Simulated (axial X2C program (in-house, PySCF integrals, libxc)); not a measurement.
**What spin–orbit coupling does to SiCl**

Calculated with an in-house all-electron X2C program for linear molecules (integrals from PySCF). Spin-free means the one-electron spin-free X2C Hamiltonian; two-component (2c) means X2C with spin–orbit coupling and atomic mean-field two-electron Coulomb and Gaunt terms, so the difference of the two also holds small scalar two-electron terms. Basis: Cl dyall-v3z [8s7p2d1f], Si dyall-v3z [8s7p2d1f] (cores contracted in-house); Gaussian nuclei, density fitting, unrestricted open shells. Masses: Cl 34.969 u, Si 27.977 u.

Spin-free state: M_S = 1/2, Λ = 1 (beyond evenly filled blocks: π+α); fragments Cl + Si.

| level | Re (Å) | ωe (cm⁻¹) | De (eV) | μ (D) |
| --- | --- | --- | --- | --- |
| PBE0 | 2.078 | 529.7 | 4.333 | 0.85 |
| HF | 2.086 | 526.2 | 2.912 | 1.17 |
| MP2 | 2.077 | 537.1 | 4.300 | n/a |
| M06 | 2.082 | 529.1 | 4.515 | 0.95 |
| r2SCAN | 2.080 | 526.4 | 4.288 | 0.68 |

Correlated methods: 11 electrons correlated (number of frozen shells: Cl 2 s, 1 p; Si 2 s, 1 p), 135 virtual spin orbitals or spinors in MP2.

Dipoles are positive if Si is the positive end.

Q: Within this multiplet, which Ω should lie lowest by the rule for regular and inverted multiplets?

A: The open π shell holds one electron, so the multiplet is regular: Ω = Λ − 1/2 = 1/2. The PBE0 2c search agrees, though Ω = 3/2 of the search lies only 0.03 eV higher.

Two-component determinant lowest at the distance of the search:

Ω = 1/2 (⟨Sz⟩ = -0.50, ⟨Lz⟩ = 1.00 at HF); fragments Cl + Si.

```json
{"level": "PBE0", "Re (Å)": "2.078", "ωe (cm⁻¹)": "529.6", "De (eV)": "4.341", "μ (D)": "0.85"}
{"level": "HF", "Re (Å)": "2.087", "ωe (cm⁻¹)": "526.3", "De (eV)": "2.861", "μ (D)": "1.17"}
{"level": "MP2", "Re (Å)": "2.077", "ωe (cm⁻¹)": "537.1", "De (eV)": "4.287", "μ (D)": "n/a"}
{"level": "M06", "Re (Å)": "2.082", "ωe (cm⁻¹)": "529.1", "De (eV)": "4.500", "μ (D)": "0.95"}
{"level": "r2SCAN", "Re (Å)": "2.080", "ωe (cm⁻¹)": "526.4", "De (eV)": "4.300", "μ (D)": "0.68"}
```

Q: From the two tables, how do the constants change at the MP2 level (2c against spin-free)?

A: At the MP2 level Re is unchanged within 0.001 Å and ωe is unchanged to within 0.2 cm⁻¹; De is not compared, since the atomic limits differ or miss part of their spin–orbit lowering.

Occupations by symmetry block were frozen at the best pattern of an incomplete PBE0 search. De is counted from the lowest determinant-based energies of the atoms at the same level, without counterpoise correction. Density functionals use the spin component along the axis (collinear). The 2c atoms are single determinants rather than J levels; their spin–orbit lowering is only partly caught, and De is too large by that part. This holds for PBE0, MP2, M06, r2SCAN. The functionals have no current-density term, which raises determinants with orbital currents, atoms included.
